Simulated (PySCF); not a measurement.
# C4H6N2: the cost of one run

Programs: PySCF 2.14.0, with density-fitted response routines of our own. Each step states its level of theory. These are calculated values for one molecule in the gas phase, unless marked as measured. Atoms count from 0, in the outputs and in this text.

## Step 1: The molecule as given

12 atoms, charge 0, multiplicity 1; geometry from: GFN2-xTB. The atoms were then displaced at random by about 0.01 Å, so the start is not that level's minimum.

Bonds of the start (Å): C0–N1 1.41, N1–C2 1.35, C2–C3 1.41, C3–N4 1.36, N4–C5 1.31, C5–N1 1.36, C0–H6 1.08, C0–H7 1.08, C0–H8 1.12, C2–H9 1.07, C3–H10 1.03, C5–H11 1.06.

## Step 2: Relaxing the molecule at PBE0-D3(BJ)/def2-SVP

Job settings and geometry (Å):

```
{"job": {"xc": "PBE0", "basis": "def2-SVP", "d3": "d3bj", "grid": 1, "shake": 0.01, "kind": "geom"}, "charge": 0, "multiplicity": 1}
C     -1.630670    -0.246980     0.156590
N     -0.255200     0.041750     0.004680
C      0.731360    -0.885590    -0.046230
C      1.947950    -0.177570    -0.162070
N      1.647660     1.144730    -0.198080
C      0.350890     1.258340    -0.088310
H     -1.856960    -0.617960     1.149180
H     -1.962310    -0.947840    -0.594020
H     -2.212090     0.707650     0.029780
H      0.550320    -1.936300     0.027270
H      2.910700    -0.547640    -0.217590
H     -0.181970     2.179130    -0.070220
```

On the command line:

```
OMP_NUM_THREADS=1 python probes_run.py task.json out
```

This one command runs all jobs of the session in turn.

Q: Estimate the wall time and peak memory of this first job on 1 thread of Arm Neoverse V1, shared host.

About 37 s, with a peak of 0.47 GiB.
